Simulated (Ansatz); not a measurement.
# AlH3+ (quartet): wave-function methods side by side, def2-QZVPP

One table from this session's results is given with a row withheld; the runs are named, their logs left out.

Computed with Ansatz 0.2.0, Gaussian basis. Level: def2-QZVPP, core rule «outside noble gas», up to 5 orbitals frozen.

Plan: UHF; ROHF; CCSD(T) on UHF.

2 further runs of the same task are left out: 2 set aside as unsound or not needed.

### The system

The geometry is a PBE0/def2-TZVP stationary point (not a proven minimum) of the parent state, kept for this charge and spin.

4 atoms, charge 1, spin multiplicity 4.

Atoms are counted from 1 here; the program's logs count them from 0.

Bond lengths: Al1–H2 1.560 Å, Al1–H3 1.560 Å. Angles: H2–Al1–H3 167.6°.

The first run:

in.yaml

```yaml
crystal:
  periodic: [false, false, false]
  atoms:
    - {symbol: Al, position_ang: [0.000000, 0.057143, 0.000000]}
    - {symbol: H, position_ang: [0.000000, 0.226182, -1.551199]}
    - {symbol: H, position_ang: [0.000000, 0.226189, 1.551197]}
    - {symbol: H, position_ang: [0.000000, -1.982029, 0.000004]}
basis:
  gaussian: {orbitals: "def2-QZVPP.json"}
total_charge: 1
magnetization: {spin_polarized: true, initial_magnetization: 3}
hamiltonian: {xc: hf}
output: {orbitals: {seedname: orbitals}}
```

Command:

```console
> ansatz run in.yaml --threads 1 --pin off --events-out ev --progress --plain --max-ram 2393MiB
```

Steps of the session up to this table: UHF; ROHF; CCSD(T) on UHF.

One table of the session follows, with a row left open; its other results are not shown here.

It belongs to the step «Misses and costs». 

```
  method  from UCCSD(T) (meV)
    ROHF              +2363.9
    UMP2                    ?
   UCCSD                +85.0
UCCSD(T)                    0
```

**Question.** Estimate the row for UMP2.

The run gave: from UCCSD(T) (meV): +652.0. In the column «from UCCSD(T) (meV)» it lies between UCCSD (+85.0) and ROHF (+2363.9).

Left out of the table: UHF (another determinant or state than the rows shown).

The program flags UCCSD(T) as in doubt (see the logs), so the zero of the table is itself unsure.

Limits of these values: The report flags that the cluster equations may have other roots. The program flags UCCSD(T) as in doubt, so the zero of the table is itself unsure. Warnings: spin contamination; coupled cluster took another determinant than the lowest.
